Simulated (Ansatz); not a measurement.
C₃H₅NO, SMILES `COCC#N`. Charge 0, multiplicity 1. Geometry: relaxed with PBE0-D4/def2-TZVP. It is one conformer, not always the lowest.

```xyz
10

C     0.423   -0.969   -0.862
O     0.741    0.375   -0.576
C     0.233    0.812    0.644
C    -1.237    0.864    0.670
N    -2.385    0.889    0.681
H     0.811   -1.641   -0.086
H     0.896   -1.209   -1.813
H    -0.660   -1.115   -0.951
H     0.562    0.174    1.478
H     0.617    1.820    0.817
```

What is the dipole moment at r2SCAN/def2-TZVPP? (Best estimate.)

Computed: 3.27 D, with components (3.06, -1.10, 0.41) D in this frame, pointing from negative to positive charge.

And with PBE, B3LYP, ωB97M-V? (Best estimate.)

Computed: PBE 3.18 D, B3LYP 3.23 D, ωB97M-V 3.23 D.

Give the Mulliken charges with r2SCAN, PBE, B3LYP in def2-TZVPP. (Estimate.)

Computed: 
```
atom  r2SCAN    PBE  B3LYP
  C1    0.00  -0.15  -0.13
  O2   -0.31  -0.24  -0.30
  C3    0.25   0.13   0.13
  C4   -0.23  -0.33  -0.25
  N5   -0.05   0.07   0.01
  H6    0.05   0.08   0.09
  H7    0.07   0.12   0.12
  H8    0.07   0.11   0.11
  H9    0.07   0.09   0.10
 H10    0.08   0.12   0.12
```

B3LYP here is the variant with VWN-RPA as its local correlation; programs differ in this.
